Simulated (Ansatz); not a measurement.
# HOPSi: the cost of one run

Computed with Ansatz 0.2.0, Gaussian basis. Level: cc-pVTZ, core rule «outside noble gas», up to 11 orbitals frozen.

Plan: UHF; CCSD(T) on RHF; CCSD(T) on UHF; BCCD(T) on RHF; CCSDT(Q) on RHF; CCSDT(Q) on UHF.

4 further runs of the same task are left out: 4 set aside as unsound or not needed. Runs told in other sessions of the task aren't counted.

### Step 1. The geometry

The geometry is a PBE0/def2-TZVP stationary point (not a proven minimum).

4 atoms, charge 0, spin multiplicity 1.

Atoms are counted from 1 here; the program's logs count them from 0.

Bond lengths: O1–P2 1.645 Å, O1–H4 0.963 Å, P2–Si3 2.060 Å. Angles: P2–O1–H4 109.6°, O1–P2–Si3 125.1°.

### Step 2. UHF

The input, in.yaml:

```yaml
crystal:
  periodic: [false, false, false]
  atoms:
    - {symbol: O, position_ang: [0.000000, -0.521046, 1.739195]}
    - {symbol: P, position_ang: [0.000000, 0.453078, 0.414013]}
    - {symbol: Si, position_ang: [0.000000, -0.203511, -1.538378]}
    - {symbol: H, position_ang: [0.000000, 0.018464, 2.536335]}
basis:
  gaussian: {orbitals: cc-pVTZ}
magnetization: {spin_polarized: true, initial_magnetization: 0}
hamiltonian: {xc: hf}
output: {orbitals: {seedname: orbitals}}
```

Command:

```bash
$ ansatz run in.yaml --threads 1 --pin off --events-out ev --progress --plain --max-ram 4096MiB --backend cpu
```

What time and memory should one allow on 1 thread of AMD EPYC 7R13, shared host?

About 26 s, with a peak of 0.33 GiB.
